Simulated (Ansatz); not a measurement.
Relaxed structures of CH3MgO, doublet (PBE0-D4/def2-TZVP; forces vanish, vibrations not checked; lower isomers may exist, and structures with a doubtful reference or unclear bonds are left out; Å). Program: Ansatz 0.2.0. Basis: def2-TZVPP. Cores are frozen in the correlated methods; orbitals are unrestricted. The outer core shell of Li, Na, Mg and K is correlated. The def2 sets are not built for correlating such inner shells, so the correlated values are less sure here.

**Question.** Rank them by CCSD(T) energy, lowest first, and give each one's height above the lowest. Links in brackets join atoms within 1.22 times the sum of their covalent radii (1.1 for two metals). (To be estimated.)
A.
CH₃MgO ([OH][CH][MgH])
```
6
angstrom
O -0.5372 -1.2699 -1.0376
C 0.3306 -0.3571 -0.4995
Mg 0.1962 1.0646 0.9795
H -1.3904 -1.2047 -0.6045
H 1.2771 -0.4851 -1.0356
H 0.1238 2.2522 2.1977
```
B.
CH₃MgO ([CH2][Mg][OH])
```
6
angstrom
O -1.3866 -1.5566 -0.9588
C 1.1229 0.9296 0.4450
Mg -0.2253 -0.4041 -0.3073
H -2.0207 -2.1716 -1.2984
H 2.1555 1.0381 0.1077
H 0.9215 1.6433 1.2461
```
C.
CH₃MgO ([CH2]1[O][MgH]1)
```
6
angstrom
O -0.6428 -0.0511 -0.5131
C 0.4966 -0.6944 -0.2892
Mg -0.1834 1.2355 0.7780
H 0.4730 -1.6215 0.2919
H 1.3064 -0.6022 -1.0196
H -0.1867 2.5705 1.8129
```

**Answer.** Computed: B (0.0 kJ/mol), C (59.4 kJ/mol), A (189.6 kJ/mol). Heights count from the lowest.

No T1 diagnostic of these runs exceeds 0.016. ⟨S²⟩ of the unrestricted Hartree–Fock references: 0.76 (a pure state has 0.75).

For scale, one of the runs: CCSD(T)/def2-TZVPP, 136 basis functions, launched by `ansatz run in.yaml --threads 2 --pin off --events-out ev --progress --plain --max-ram 4352MiB`. Hardware: 2 CPU threads of an Arm Neoverse V1, shared host. Wall time 86 s; peak host memory 2 GiB.
